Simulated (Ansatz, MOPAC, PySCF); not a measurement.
Potential energy curve for Na2, singlet.

Computed with: RKS-B3LYP/6-311+G** = restricted B3LYP/6-311+G**, spherical d run with PySCF; AM1, restricted, heats of formation (MOPAC); PM3, restricted, heats of formation (MOPAC); FCI = full CI/cc-pVTZ, frozen core in Ansatz (a quantum-chemistry and plane-wave program).

Energies relative to the lowest point of each curve near equilibrium, in kcal/mol; the last columns give the difference from FCI:

| R / Å | RKS-B3LYP/6-311+G** | AM1 | PM3 | FCI | RKS-B3LYP/6-311+G** − FCI | AM1 − FCI | PM3 − FCI |
|---|---|---|---|---|---|---|---|
| 2.50 | 5.4 | 8.4 | 3.9 | 7.7 | -2.4 | 0.7 | -3.8 |
| 2.65 | 2.6 | 3.7 | 9.8 | 4.3 | -1.7 | -0.6 | 5.5 |
| 2.78 | 1.1 | 1.4 | 15.0 | 2.3 | -1.2 | -0.9 | 12.8 |
| 2.93 | 0.2 | 0.1 | 3.8 | 0.8 | -0.6 | -0.6 | 3.0 |
| 3.01 | 0.0 | 0.0 | 2.4 | 0.3 | -0.3 | -0.3 | 2.0 |
| 3.10 | 0.0 | 0.2 | 1.2 | 0.1 | -0.1 | 0.1 | 1.1 |
| 3.16 | 0.1 | 0.5 | 0.6 | 0.0 | 0.1 | 0.5 | 0.6 |
| 3.29 | 0.6 | 1.5 | 0.0 | 0.1 | 0.5 | 1.3 | -0.1 |
| 3.45 | 1.5 | 3.3 | 0.3 | 0.7 | 0.8 | 2.6 | -0.4 |
| 3.52 | 2.1 | 4.2 | 0.9 | 1.1 | 1.0 | 3.1 | -0.2 |
| 3.81 | 4.5 | 8.6 | 4.9 | 3.0 | 1.5 | 5.6 | 1.9 |
| 4.14 | 7.8 | 14.0 | 12.6 | 5.7 | 2.1 | 8.4 | 6.9 |
| 4.61 | 12.3 | 21.6 | 26.5 | 9.3 | 3.0 | 12.3 | 17.2 |
| 5.09 | 16.4 | 28.3 | 41.6 | 12.2 | 4.3 | 16.1 | 29.5 |
| 5.70 | 20.6 | 35.2 | 59.0 | 14.4 | 6.2 | 20.8 | 44.5 |
| 6.26 | 23.6 | 40.1 | 71.7 | 15.5 | 8.1 | 24.6 | 56.2 |
| 6.77 | 25.6 | 43.6 | 80.5 | 16.0 | 9.6 | 27.6 | 64.5 |
| 7.46 | 27.5 | 47.1 | 88.9 | 16.3 | 11.2 | 30.8 | 72.6 |
| 8.31 | 29.0 | 50.3 | 95.3 | 16.5 | 12.6 | 33.8 | 78.9 |
| 9.24 | 30.0 | 52.7 | 99.4 | 16.5 | 13.5 | 36.2 | 82.9 |

RKS-B3LYP/6-311+G** is furthest from FCI at 9.24 (13.5 kcal/mol, above); its mean absolute difference over the points is 4.0 kcal/mol.

AM1 is furthest from FCI at 9.24 (36.2 kcal/mol, above); its mean absolute difference over the points is 11.3 kcal/mol.

PM3 is furthest from FCI at 9.24 (82.9 kcal/mol, above); its mean absolute difference over the points is 24.2 kcal/mol.

The restricted form behind RKS-B3LYP/6-311+G**, AM1, PM3 keeps the bonding electrons paired and can't separate into open-shell fragments.
